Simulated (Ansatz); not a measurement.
Results of PBE0-D3(BJ) (Ansatz, a first-principles code, PAW) for zinc-blende HgS (metastable phase).

Numerical settings: plane-wave cutoff 460 eV, 8×8×8 k mesh, Fermi–Dirac smearing 0.01 eV, scalar-relativistic PAW data made under PBE.

The cell is scaled about its equilibrium volume:

| V (Å³/atom) | P (GPa) | direct gap at Γ (eV) |
|---|---|---|
| 23.666 | 4.09 | 1.080 |
| 24.289 | 1.98 | 1.037 |
| 24.911 | 0.16 | 0.994 |
| 25.489 | -1.31 | 0.953 |
| 26.157 | -2.78 | 0.905 |

A straight line through the gaps at Γ against ln V gives a volume deformation potential dE_g(Γ)/d ln V of -1.7 eV: the gap at Γ widens under compression.

Spin–orbit coupling is not included.
